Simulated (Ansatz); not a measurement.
in.yaml

```yaml
crystal:
  periodic: [false, false, false]
  atoms:
    - {symbol: O, position_ang: [0.000000, 0.000000, 0.000000]}
    - {symbol: H, position_ang: [0.000000, 0.000000, 0.916000]}
basis:
  gaussian: {orbitals: aug-cc-pVDZ, occupation: {up: {"A1": 3, "B1": 1}, down: {"A1": 3, "B1": 1}}}
total_charge: 1
correlation: {method: fci, electrons: outside_noble_gas}
```

```sh
$ ansatz run in.yaml --threads 1 --pin off --events-out ev --progress --plain --max-ram 2393MiB
```

Log:

```
482 factors; integrals over basis functions are off by at most 1.2e-7 eV
mean field evaluation 1: about -2035.9671 eV, gradient 1.7e1 eV
mean field evaluation 2: about -2036.4938 eV, gradient 2.1e-1 eV
mean field evaluation 4: about -2036.4935 eV, gradient 5.9e-5 eV
mean field -2036.49347135 eV, -74.8397546872 hartree, gradient 1.4e-6 eV, S^2 0.000000; 0 other end points of the search recorded, 0 dependent functions left out; unrestricted orbitals would lower it
mean field evaluation 8: about -2036.6404 eV, gradient 1.9e1 eV
mean field evaluation 16: about -2039.0976 eV, gradient 4.8e-2 eV
unrestricted determinant -2039.09765817 eV, -74.9354567877 hartree, S^2 1.0073
1 core orbitals not correlated: weight in the atoms' cores, before any rotation towards them, 1.000 or more for the frozen orbitals, at most 0.000 for the correlated occupied ones
reference -2036.49347135 eV, -74.8397546872 hartree; 3, 3 occupied and 28, 28 virtual orbitals, 482 factors
state -2041.39580691 eV, -75.0199121962 hartree
Total energy: -2041.39580691 eV, -75.0199121962 hartree
```

Natural occupations: 1.9795 1.9703 0.9948 0.9922 0.0190 0.0080 0.0066 0.0066 0.0064 0.0041 0.0041 0.0039 0.0018 0.0006 0.0004 0.0004 0.0004 0.0002 0.0002 0.0002 0.0001 0.0001 0.0001 0.0001.

Ran on 1 thread of Arm Neoverse V1, shared host: 12 s wall, 0.43 GiB peak host memory.
